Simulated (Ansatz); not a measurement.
# BSiH₄ (doublet): wave-function methods side by side at distance B1–H4 along a hydrogen transfer = 1.512 Å, cc-pVDZ

The task here is to estimate one member of a computed series from the others.

Program: Ansatz 0.2.0, Gaussian basis. Level of theory: cc-pVDZ, core rule «outside noble gas», up to 6 orbitals frozen. These are calculated values, not measurements.

Plan: UHF; CCSD(T) on ROHF; CCSD(T) on UHF; BCCD(T) on ROHF; CISD; CCSDT(Q) on ROHF; CCSDT(Q) on UHF; CASSCF and MRCISD+Q, 3 electrons in 3 orbitals; CASSCF and NEVPT2, 3 electrons in 3 orbitals; CASSCF and NEVPT2, 9 electrons in 9 orbitals.

5 further runs of the same task are left out: 4 that didn't finish, 1 set aside as unsound or not needed.

## The system

The geometry derives from fragments relaxed apart (PBE0/def2-TZVP) and kept rigid, so it is no stationary point. A hydrogen atom is moved between rigid fragments.

6 atoms, charge 0, spin multiplicity 2.

Atoms are counted from 1 here; the program's logs count them from 0.

Bond lengths: B1–H2 1.193 Å, B1–H3 1.193 Å, Si5–H6 1.532 Å. Angles: H2–B1–H3 120.0°.

Set-up of the first run:

in.yaml

```yaml
crystal:
  periodic: [false, false, false]
  atoms:
    - {symbol: B, position_ang: [-2.304778, 0.034738, 0.000000]}
    - {symbol: H, position_ang: [-2.901511, 1.068310, 0.000000]}
    - {symbol: H, position_ang: [-2.901511, -0.998833, 0.000000]}
    - {symbol: H, position_ang: [-0.792778, 0.034738, 0.000000]}
    - {symbol: Si, position_ang: [1.071222, 0.034738, 0.000000]}
    - {symbol: H, position_ang: [1.467657, -1.444775, 0.000000]}
basis:
  gaussian: {orbitals: cc-pVDZ}
magnetization: {spin_polarized: true, initial_magnetization: 1}
hamiltonian: {xc: hf}
output: {orbitals: {seedname: orbitals}}
```

Launch:

```bash
ansatz run in.yaml --threads 1 --pin off --events-out ev --progress --plain --max-ram 2393MiB
```

Among the steps run: UHF; CCSD(T) on ROHF; CCSD(T) on UHF; BCCD(T) on ROHF; CISD; CCSDT(Q) on ROHF; CCSDT(Q) on UHF; CASSCF and MRCISD+Q, 3 electrons in 3 orbitals; CASSCF and NEVPT2, 3 electrons in 3 orbitals; CASSCF and NEVPT2, 9 electrons in 9 orbitals.

One of the session's tables, all rows but one given; the rest of the session is left out.

```
       method  from UCCSDT(Q) (kcal/mol)
         ROHF                    +142.15
          UHF                    +139.44
         RMP2                     +33.95
         UMP2                     +34.45
         CISD                     +16.46
        RCCSD                      +4.48
        UCCSD                      +4.42
     RCCSD(T)                      +1.09
     UCCSD(T)                      +1.09
      BCCD(T)                      +1.10
       RCCSDT                      +0.17
       UCCSDT                      +0.17
    RCCSDT(Q)                      +0.02
    UCCSDT(Q)                          0
  CASSCF pair                    +130.32
  MRCISD pair                     +14.22
MRCISD+Q pair                          ?
```

Estimate the missing values for MRCISD+Q pair.

The run gave: from UCCSDT(Q) (kcal/mol): +0.86. In the column «from UCCSDT(Q) (kcal/mol)» it lies between UCCSDT (+0.17) and RCCSD(T) (+1.09).

Not comparable, so not listed: CASSCF and NEVPT2, 3 electrons in 3 orbitals (they don't share determinant, frozen orbitals or solution with the rows shown, or repeat one).

Caveats from the session: Left out of the table: CASSCF frontier, NEVPT2 frontier (the active space lost an orbital or holds another state than full CI finds). Restricted and unrestricted rows rest on different reference determinants; where their highest levels disagree by more than a few hundredths of an eV, they describe different states and don't form one ladder. Warnings in the runs' records: passed over end.
